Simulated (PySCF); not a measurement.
Work out the structure from these simulated measurements.

Formula: CH5BO.

| Property | Result |
| --- | --- |
| Rotational structure | rotational constants A, B, C: 52.064, 10.285, 9.083 GHz [PBE0-D3(BJ)/def2-SVP] |
| UV, first state | lowest singlet excitation: 6.43 eV (193 nm, f = 0.000) [TDDFT wB97X-D/def2-SVPD] |
| Triplet | lowest triplet excitation (Tamm–Dancoff): 5.93 eV [TDA wB97X-D/def2-SVPD] |
| XPS | B1s 196.7, C1s 292.7, O1s 539.2 eV [ΔSCF SCAN, pcX-2 on the ionised atom, pcseg-1 elsewhere, spin-free X2C] |
| 1H NMR | chemical shifts (computed TMS as zero) by class: 5.07 (2 H), 4.07 (3 H) ppm [GIAO CAM-B3LYP/pcSseg-2] |
| 13C NMR | chemical shifts (computed TMS as zero) by class: 65.6 (1 C) ppm [GIAO CAM-B3LYP/pcSseg-2] |
| Polarisability | 33.5 au [wB97X-D/def2-SVPD] |
| Valence photoelectron | vertical ionisation energy: 11.25 eV [ΔSCF wB97X-D/def2-SVPD] |

Gas-phase values; electronic properties from PySCF, density fitting. Levels stand in brackets. Geometry: PBE0-D3(BJ)/def2-SVP, one conformer, isolated molecule. Each NMR value is the plain mean over a class of atoms that symmetry, rotation or inversion makes alike.

Problem. Give a SMILES that accounts for the data.

Solution. Numbering: `[BH2:1][O:2][CH3:3]`. The one carbon: methoxy carbon [C3] (65.6 ppm). Hydrogen classes from least to most shielded: 2 H on a three-coordinate boron, B1 (5.07 ppm), 3 H on a methoxy carbon, C3 (4.07 ppm). The core levels belong to: B1s 196.7 eV, three-coordinate boron [B1]; C1s 292.7 eV, methoxy carbon [C3]; O1s 539.2 eV, boron-bound oxygen [O2]. The first electron is taken from the HOMO, whose largest Löwdin shares are 0.33 on the boron-bound oxygen, 0.28 on the three-coordinate boron, 0.17 on a B–H hydrogen and 0.14 on a B–H hydrogen. By its constants the optimised geometry is an asymmetric top. Structure: `BOC` (CH5BO). The assignments are read from this structure; whether some other isomer fits the data as well wasn't checked.
